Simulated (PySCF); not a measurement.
# wB97X-V/STO-3G run of HNO2 (nitrous acid)

Aim: the energy change on altering one bond length of HNO2 (nitrous acid) at wB97X-V/STO-3G, from 2 runs. The job is set up through a Python script.

The results are computed with PySCF 2.14.0.

11 further runs of the same task are left out: 11 set aside as unsound or not needed.

### 1 The molecule

The species is HNO2 (4 atoms), meant as a singlet with charge 0. SMILES: `O=NO`. The shape is that of a GFN2-xTB optimisation.

Bond lengths: O1–N2 1.181 Å, N2–O3 1.392 Å, O3–H4 0.968 Å. Angles: O1–N2–O3 113.7°, N2–O3–H4 106.9°.

### 2 The energy at wB97X-V/STO-3G

run.py

```python
from pyscf import gto, dft

mol = gto.M(
    atom='O 0.424700 0.045690 1.471310; N 0.319310 -0.411420 0.387280; O -0.357270 0.415910 -0.505360; H -0.386730 -0.050180 -1.353230',
    max_memory=1860,
    verbose=3,
    basis='sto-3g',
    charge=0,
)

ks = dft.RKS(mol)
ks.xc = 'wb97x-v'
ks.conv_tol = 1e-10
ks.nlcgrids.level = 1
ks.grids.level = 5
ks.kernel()
if not ks.converged:
    ks = ks.newton().run(ks.mo_coeff, ks.mo_occ)

e_tot = ks.e_tot
print('E = %.10f Eh' % e_tot)
```

On the command line:

```sh
$ OMP_NUM_THREADS=1 python run.py
```

The log of the run:

```text
converged SCF energy = -202.843263903567
E = -202.8432639036 Eh
```

Wall time 14 s (1 thread of Arm Neoverse V1, shared host); peak memory 0.18 GiB.

### 3 The distorted shape

job.py

```python
from pyscf import gto, dft

mol = gto.M(
    atom=[
    ('O', (0.439431, 0.278747, 1.895267)),
    ('N', (0.334041, -0.178363, 0.811237)),
    ('O', (-0.342539, 0.648967, -0.081403)),
    ('H', (-0.386730, -0.050180, -1.353230)),
],
    spin=0,
    verbose=3,
    basis='sto-3g',
    max_memory=1860,
)

mf = dft.RKS(mol)
mf.xc = 'wb97x-v'
mf.nlcgrids.level = 1
mf.grids.level = 5
mf.conv_tol = 1e-10
mf.kernel()
if not mf.converged:
    mf = mf.newton().run(mf.mo_coeff, mf.mo_occ)

etot = mf.e_tot
print('E = %.10f Eh' % etot)
```

On the command line:

```sh
$ OMP_NUM_THREADS=1 python job.py
```

The log of the run:

```text
converged SCF energy = -202.763557297291
E = -202.7635572973 Eh
```

Wall time 16 s (1 thread of Arm Neoverse V1, shared host); peak memory 0.18 GiB.

### 4 Results

Level: wB97X-V/STO-3G.

```
                                                         quantity          value
                                        first shape: total energy  -202.84326 Eh
                                       first shape: dipole moment         1.78 D
                                         first shape: HOMO energy       -6.55 eV
                                         first shape: LUMO energy        4.09 eV
                                       first shape: HOMO–LUMO gap       10.64 eV
                                    distorted shape: total energy  -202.76356 Eh
                                   distorted shape: dipole moment         1.69 D
                                     distorted shape: HOMO energy       -6.47 eV
                                     distorted shape: LUMO energy        3.86 eV
                                   distorted shape: HOMO–LUMO gap       10.33 eV
energy change with the O3–H4 bond stretched from 0.968 to 1.452 Å       2.169 eV
```

In words: With the O3–H4 bond stretched from 0.968 to 1.452 Å the energy rises by 2.17 eV (209 kJ/mol). The first shape isn't relaxed at this level, so the change isn't measured from a minimum. The minimal basis adds a large error of its own. Mulliken charges (distorted shape) run from -0.10 on O1 to +0.13 on H4.
